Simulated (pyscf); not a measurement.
PySCF, gas phase, ωB97X-D3(BJ)/def2-SVP geometries.

Problem. methane (CH₄) + HO–In(OH)–OH → H₃C–In(OH)–OH + water (H₂O)
Surface: singlet. Broken: C–H, In–O. Formed: C–In, H–O. Give ΔE‡ and ΔE from ωB97M-D3(BJ)/def2-TZVP, relative to the separated reactants.

Solution. ΔE‡ = 1.20 eV, ΔE = +0.33 eV. Zero-point energy shifts the barrier by -0.06 eV. It is a four-centre exchange, with an imaginary mode of 1478i cm⁻¹. On the reactant side the descent ends in a complex, 0.26 eV under the separated species and 1.39 eV under the saddle at ωB97X-D3(BJ)/def2-TZVP. On the product side the descent ends in an adduct with a In–O contact (not fully relaxed), 0.72 eV under the separated species and 1.53 eV under the saddle at ωB97X-D3(BJ)/def2-TZVP. What is counted as broken (In–O) persists as a longer contact in the product adduct; parting that adduct is a step of its own. One saddle was located; it need not be the lowest between these sides. Elements past Kr carry the def2 core potentials, without spin-orbit coupling.
